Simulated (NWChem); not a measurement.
Program: NWChem. System: ethane (C₂H₆), charge 0, spin multiplicity 1, at a geometry optimised with B3LYP/def2-SVP. Level: TD-PBE/def2-SVPD.

The NWChem input:

```
start mol
memory heap 200 mb stack 900 mb global 1100 mb
geometry units angstroms nocenter noautoz
  C      0.044600    -0.762556     0.000000
  C     -0.044600     0.762556     0.000000
  H      0.580051    -1.136910     0.887969
  H      0.580051    -1.136910    -0.887969
  H     -0.955336    -1.226748     0.000000
  H     -0.580051     1.136910     0.887969
  H     -0.580051     1.136910    -0.887969
  H      0.955336     1.226748     0.000000
  symmetry group C2h
end
basis spherical
  * library def2-svpd
end
dft
  xc xpbe96 cpbe96
  semidirect memsize 60000000 filesize 0
  iterations 100
end
tddft
  rpa
  nroots 6
  notriplet
  thresh 1e-4
end
task tddft energy
```

Part of the output:

```
             Northwest Computational Chemistry Package (NWChem) 7.3.0
             --------------------------------------------------------

                                NWChem Input Module
                                -------------------

 Scaling coordinates for geometry "geometry" by  1.889725989
 (inverse scale =  0.529177249)

 Turning off AUTOSYM since
 SYMMETRY directive was detected!

                             Geometry "geometry" -> ""
                             -------------------------

 Output coordinates in angstroms (scale by  1.889725989 to convert to a.u.)

  No.       Tag          Charge          X              Y              Z
 ---- ---------------- ---------- -------------- -------------- --------------
    1 C                    6.0000     0.04460000    -0.76255600     0.00000000
    2 C                    6.0000    -0.04460000     0.76255600     0.00000000
    3 H                    1.0000     0.58005100    -1.13691000     0.88796900
    4 H                    1.0000     0.58005100    -1.13691000    -0.88796900
    5 H                    1.0000    -0.95533600    -1.22674800     0.00000000
    6 H                    1.0000    -0.58005100     1.13691000     0.88796900
    7 H                    1.0000    -0.58005100     1.13691000    -0.88796900
    8 H                    1.0000     0.95533600     1.22674800     0.00000000

 Effective nuclear repulsion energy (a.u.)      41.9997603417

            Nuclear Dipole moment (a.u.)
            ----------------------------
        X                 Y               Z
 ---------------- ---------------- ----------------
     0.0000000000     0.0000000000     0.0000000000

      Symmetry information
      --------------------

 Group name             C2h
 Group number             21
 Group order               4
 No. of unique centers     3

      Symmetry unique atoms

     1    3    5


 Summary of "ao basis" -> "" (spherical)
 ------------------------------------------------------------------------------
       Tag                 Description            Shells   Functions and Types
 ---------------- ------------------------------  ------  ---------------------
 *                         def2-svpd                  on all atoms

  pbe96 is a nonlocal functional; adding pw91lda local functional.

                                 NWChem DFT Module
                                 -----------------

 Summary of "ao basis" -> "ao basis" (spherical)
 ------------------------------------------------------------------------------
       Tag                 Description            Shells   Functions and Types
 ---------------- ------------------------------  ------  ---------------------
 C                         def2-svpd                 8       20   4s2p2d
 H                         def2-svpd                 4        8   2s2p

 Summary of "ao basis" -> "ao basis" (spherical)
 ------------------------------------------------------------------------------
       Tag                 Description            Shells   Functions and Types
 ---------------- ------------------------------  ------  ---------------------
 C                         def2-svpd                 8       20   4s2p2d
 H                         def2-svpd                 4        8   2s2p

      Symmetry analysis of basis
      --------------------------

        ag         28
        au         16
        bg         16
        bu         28

            General Information
            -------------------
          SCF calculation type: DFT
[...]
     Transition Moments    X  0.00000   Y  0.00000   Z -0.00000
     Transition Moments   XX -0.00003  XY -0.00010  XZ  0.91886
     Transition Moments   YY -0.00001  YZ -1.88952  ZZ  0.00004
     Dipole Oscillator Strength                    0.0000000000
     Electric Quadrupole                           0.0000006891
     Magnetic Dipole                               0.0000025510
     Total Oscillator Strength                     0.0000032401

          sigma_e =   2.8004 Angstrom
          sigma_h =   1.5589 Angstrom
         |d_h->e| =   0.0000 Angstrom
            d_exc =   3.2229 Angstrom
            d_CD1 =   1.2415 Angstrom
            d_CD2 =  -2.1796 Angstrom
            d_CD3 =   3.2229 Angstrom
     Pearson C.C. =  -0.0132

     Occ.    9  bg  ---  Virt.   10  ag  -0.99949 X
  ----------------------------------------------------------------------------
  Root   2 singlet ag             0.308331678 a.u.                8.3901 eV
  ----------------------------------------------------------------------------
     Transition Moments    X  0.00000   Y -0.00000   Z  0.00000
     Transition Moments   XX  0.57797  XY  1.97377  XZ  0.00004
     Transition Moments   YY  0.22884  YZ -0.00009  ZZ -0.80700
     Dipole Oscillator Strength                    0.0000000000
     Electric Quadrupole                           0.0000006891
     Magnetic Dipole                               0.0000025510
     Total Oscillator Strength                     0.0000032401

          sigma_e =   2.8004 Angstrom
          sigma_h =   1.5589 Angstrom
         |d_h->e| =   0.0000 Angstrom
            d_exc =   3.2229 Angstrom
            d_CD1 =   1.2415 Angstrom
            d_CD2 =  -2.1796 Angstrom
            d_CD3 =   3.2229 Angstrom
     Pearson C.C. =  -0.0132

     Occ.    8  ag  ---  Virt.   10  ag   0.99949 X
  ----------------------------------------------------------------------------
  Root   3 singlet au             0.339997017 a.u.                9.2518 eV
  ----------------------------------------------------------------------------
     Transition Moments    X -0.00001   Y -0.00000   Z  0.53398
     Transition Moments   XX -0.00000  XY -0.00000  XZ  0.00000
     Transition Moments   YY -0.00000  YZ -0.00000  ZZ -0.00000
     Dipole Oscillator Strength                    0.0646302671
     Electric Quadrupole                           0.0000000000
     Magnetic Dipole                               0.0000000000
     Total Oscillator Strength                     0.0646302671

          sigma_e =   3.1011 Angstrom
          sigma_h =   1.5582 Angstrom
         |d_h->e| =   0.0000 Angstrom
            d_exc =   3.5087 Angstrom
            d_CD1 =   1.5429 Angstrom
            d_CD2 =  -2.3296 Angstrom
            d_CD3 =   3.5087 Angstrom
     Pearson C.C. =  -0.0276

     Occ.    9  bg  ---  Virt.   11  bu  -0.99733 X
  ----------------------------------------------------------------------------
  Root   4 singlet bu             0.339998182 a.u.                9.2518 eV
  ----------------------------------------------------------------------------
     Transition Moments    X -0.53310   Y -0.03112   Z -0.00001
     Transition Moments   XX  0.00000  XY  0.00000  XZ  0.00000
     Transition Moments   YY -0.00000  YZ -0.00000  ZZ -0.00000
     Dipole Oscillator Strength                    0.0646357574
     Electric Quadrupole                           0.0000000000
     Magnetic Dipole                               0.0000000000
     Total Oscillator Strength                     0.0646357574

          sigma_e =   3.1011 Angstrom
          sigma_h =   1.5582 Angstrom
         |d_h->e| =   0.0000 Angstrom
            d_exc =   3.5087 Angstrom
            d_CD1 =   1.5429 Angstrom
            d_CD2 =  -2.3296 Angstrom
            d_CD3 =   3.5087 Angstrom
     Pearson C.C. =  -0.0276

     Occ.    8  ag  ---  Virt.   11  bu   0.99733 X
  ----------------------------------------------------------------------------
  Root   5 singlet ag             0.342693278 a.u.                9.3252 eV
  ----------------------------------------------------------------------------
     Transition Moments    X  0.00000   Y  0.00000   Z -0.00000
     Transition Moments   XX -0.63169  XY  0.02771  XZ  0.00000
     Transition Moments   YY -1.10654  YZ -0.00000  ZZ -0.62995
     Dipole Oscillator Strength                    0.0000000000
     Electric Quadrupole                           0.0000000163
     Magnetic Dipole                               0.0000000000
     Total Oscillator Strength                     0.0000000163

          sigma_e =   2.8047 Angstrom
          sigma_h =   1.3140 Angstrom
         |d_h->e| =   0.0000 Angstrom
            d_exc =   3.1210 Angstrom
            d_CD1 =   1.4907 Angstrom
            d_CD2 =  -2.0594 Angstrom
            d_CD3 =   3.1210 Angstrom
     Pearson C.C. =  -0.0201

     Occ.    7  ag  ---  Virt.   10  ag  -0.99300 X
     Occ.    8  ag  ---  Virt.   15  ag  -0.06371 X
     Occ.    9  bg  ---  Virt.   14  bg   0.06371 X
  ----------------------------------------------------------------------------
  Root   6 singlet bu             0.371313914 a.u.               10.1040 eV
  ----------------------------------------------------------------------------
     Transition Moments    X -0.04286   Y  0.73343   Z -0.00000
     Transition Moments   XX  0.00000  XY -0.00000  XZ  0.00000
     Transition Moments   YY -0.00000  YZ  0.00000  ZZ -0.00000
     Dipole Oscillator Strength                    0.1336126921
     Electric Quadrupole                           0.0000000000
     Magnetic Dipole                               0.0000000000
     Total Oscillator Strength                     0.1336126921

          sigma_e =   3.0905 Angstrom
          sigma_h =   1.3371 Angstrom
         |d_h->e| =   0.0000 Angstrom
            d_exc =   3.3699 Angstrom
            d_CD1 =   1.7534 Angstrom
            d_CD2 =  -2.2138 Angstrom
            d_CD3 =   3.3699 Angstrom
     Pearson C.C. =  -0.0021

     Occ.    7  ag  ---  Virt.   11  bu  -0.97787 X
     Occ.    8  ag  ---  Virt.   12  bu  -0.14194 X
     Occ.    9  bg  ---  Virt.   13  au   0.14189 X

              Target root =      1
          Target symmetry = none
      Ground state energy =    -79.647419560261
        Excitation energy =      0.308330604089
     Excited state energy =    -79.339088956172

  stored tddft:energy   -79.339088956171992

 Task  times  cpu:       58.5s     wall:       58.5s

 Total times  cpu:       58.5s     wall:       58.5s
```
